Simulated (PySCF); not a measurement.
**AlP⁺: from constants to spectrum**

PBE0 constants of AlP⁺, ⁴Σ⁻ (quartet), unpaired electrons σ ↑, π ↑↑ (basis Al def2-TZVP, P def2-TZVP; no relativity; PySCF 2.14; masses 26.9815 and 30.9738 u):

```
ωe              : 268.1 cm⁻¹
ωexe            : 4.25 cm⁻¹
Be              : 0.19318 cm⁻¹
αe              : 0.00310 cm⁻¹
D (centrifugal) : 4.01e-07 cm⁻¹
De to Al⁺ + P   : 0.84 eV
```

Problem. Give the vibrational terms G(v) and spacings up to v = 3.

Solution. G(v) = ωe(v+½) − ωexe(v+½)².

```tsv
v	G(v) (cm⁻¹)	G(v) − G(v−1)	Bv (cm⁻¹)
0	133		0.1916
1	393	260	0.1885
2	644	251	0.1854
3	886	243	0.1823
```

Problem. How well does the Morse estimate ωe²/(4ωexe) reproduce De, and what is D0?

Solution. It gives 0.52 eV, 62 % of the computed De. D0 = De − G(0) = 0.84 − 0.02 = 0.82 eV.

For an ion De counts to the pair picked by the measured ionisation energies or electron affinities, which need not be the lowest pair at this level. The state was picked by a PBE0 search and need not be the measured ground state.
